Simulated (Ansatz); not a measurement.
This geometry of CH₇Si₂ (10 atoms, charge -1, multiplicity 1) is a first-order saddle point.

All numbers below come from RKS PBE0-D4/def2-SVP in Ansatz 0.2.0.

```xyz
10
Properties=species:S:1:pos:R:3
Si -0.912 1.068 -0.718
C 0.297 -0.246 -0.618
Si 0.855 -1.031 0.884
H -2.358 0.801 -0.290
H -1.087 1.557 -2.146
H -0.664 2.367 0.052
H 0.725 -0.563 -1.578
H 0.719 -2.553 1.006
H 0.105 -0.518 2.098
H 2.321 -0.882 1.310
```

Q: Which two structures does it join? (They come from a converged band through this point; their orientation in space is the band's.)

A: No bond is made or broken. The dihedral H6–Si1–C2–H7 goes from 179 to -64°.

Image 0:

```xyz
10
Properties=species:S:1:pos:R:3
Si -1.122 0.842 -0.729
C 0.084 -0.466 -0.586
Si 1.103 -0.745 0.853
H -2.575 0.457 -1.034
H -0.931 1.911 -1.815
H -1.234 1.660 0.540
H 0.226 -1.131 -1.452
H 1.036 -2.119 1.531
H 0.786 0.218 1.976
H 2.628 -0.628 0.716
```

Image 6:

```xyz
10
Properties=species:S:1:pos:R:3
Si -0.660 1.244 -0.716
C 0.412 -0.180 -0.608
Si 0.565 -1.212 0.841
H -1.644 1.313 0.432
H -1.538 1.352 -1.965
H -0.063 2.659 -0.724
H 1.107 -0.360 -1.440
H 0.502 -2.726 0.625
H -0.522 -0.942 1.860
H 1.841 -1.148 1.695
```

Q: How far does it lie above each of them?

A: 0.054 eV above the first and 0.053 eV above the second. This is the barrier of this one path; another mechanism may lie lower. Limits of this set-up: an anion without diffuse functions, the dipole of an ion depends on the origin.

Run time: 97 s on 1 thread of Arm Neoverse V1, on a shared host, peak memory 0.16 GiB.
